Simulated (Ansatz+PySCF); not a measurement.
Two shapes of singlet SiH2.

Shape 1:

```xyz
3

Si    0.0000    0.0000   -0.1342
H     0.0000    1.0962    0.9391
H     0.0000   -1.0962    0.9391
```

Shape 2:

```xyz
3

Si    0.0000    0.0000   -0.1449
H     0.0000    1.1839    1.0142
H     0.0000   -1.1839    1.0142
```

Basis set: def2-SVP (spherical functions). Frozen core: 5 orbitals. Charge 0, multiplicity 1.

Computed with Ansatz (development build ahead of 0.2.0); each method stands on the lowest determinant of its kind that the runs found.

Problem. Which shape is lower in energy, and by how much in each method?

Solution.

```
  method  E(2) − E(1) (eV)
     RHF             0.271
     UHF             0.292
 RHF-MP2             0.262
 UHF-MP2             0.263
RHF-CCSD             0.235
```

Shape 1 is lower. Caution for UHF, UHF-MP2: the unrestricted determinant is spin contaminated; the determinant breaks the point group. Caution for UHF-MP2: another reference gives a lower total.
